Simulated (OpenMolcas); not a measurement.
# BCl (SMILES [B]Cl): the vertical energy of the triplet above the singlet from total energies

BCl has 2 atoms, charge 0, and is taken as a singlet. SMILES: `[B]Cl`. The shape is that of a PBE0-D4/def2-TZVP optimisation.

```jsonl
{"atom": "B", "x (Å)": "0.0000", "y (Å)": "0.0000", "z (Å)": "-0.0697"}
{"atom": "Cl", "x (Å)": "0.0000", "y (Å)": "0.0000", "z (Å)": "1.6482"}
```

Both states at this one shape; open shells run unrestricted unless said. 1 Eh = 27.2114 eV.

```
                            level     program  singlet BCl (Eh)  triplet BCl (Eh)
                        HF/STO-3G  OpenMolcas       -478.850946       -478.810933
HF/STO-3G, open shells restricted  OpenMolcas       -478.850946       -478.810011
                     B3LYP/STO-3G  OpenMolcas       -479.612411       -479.532363
                      PBE0/STO-3G  OpenMolcas       -479.444613       -479.371819
```

Problem. Work out the vertical gap, second state less first, at each level.

Solution. 
1. HF/STO-3G: -478.810933 − (-478.850946) = 0.040013 Eh = 1.09 eV.
2. HF/STO-3G, open shells restricted: -478.810011 − (-478.850946) = 0.040935 Eh = 1.11 eV.
3. B3LYP/STO-3G: -479.532363 − (-479.612411) = 0.080048 Eh = 2.18 eV.
4. PBE0/STO-3G: -479.371819 − (-479.444613) = 0.072794 Eh = 1.98 eV.

No measured value is set beside it here; the levels span 1.09 to 2.18 eV. Hartree–Fock favours the state with fewer electron pairs, since it lacks pair correlation. Minimal sets are far from the basis-set limit.
